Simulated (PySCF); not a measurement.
HNO, SMILES N=O, point group Cs.

Level: PBE0/pcSseg-2 in PySCF (density fitting, grid level 2); geometry and Hessian at that level, cubic constants and property derivatives from steps of ±0.6 along each species' dimensionless normal coordinates, second-order vibrational perturbation theory. The parent has the commonest isotopes.

Equilibrium geometry (Å):

```json
{"atom": "N1", "x": "-0.0533", "y": "0.4292", "z": "-0.0090"}
{"atom": "O2", "x": "0.9647", "y": "-0.1871", "z": "-0.0464"}
{"atom": "H3", "x": "-0.8655", "y": "-0.2522", "z": "0.0052"}
```

An isotope shift is δ(isotopologue) − δ(parent), that is, the negative of the change in the averaged GIAO shielding; n counts bonds from the nearest label (0: the labelled atom itself). These are computed values; those of heavy atoms are rounded to 5 ppb, about the numerical noise.

Problem. What isotope shifts arise with ¹⁵N at 1?

Solution. 
```csv
nucleus,n,0 K (ppb),298.15 K (ppb)
N1,0,-345,-340
O2,1,-830,-815
H3,1,-7,-8
```

Problem. What isotope shifts arise with ¹⁸O at 2?

Solution. 
```json
{"nucleus": "O2", "n": "0", "0 K (ppb)": "-1310", "298.15 K (ppb)": "-1290"}
{"nucleus": "N1", "n": "1", "0 K (ppb)": "-560", "298.15 K (ppb)": "-550"}
{"nucleus": "H3", "n": "2", "0 K (ppb)": "-11", "298.15 K (ppb)": "-11"}
```

Problem. What isotope shifts arise with ¹⁵N at 1, ¹⁸O at 2?

Solution. 
```csv
nucleus,n,0 K (ppb),298.15 K (ppb)
N1,0,-920,-905
O2,0,-2175,-2135
H3,1,-19,-19
```
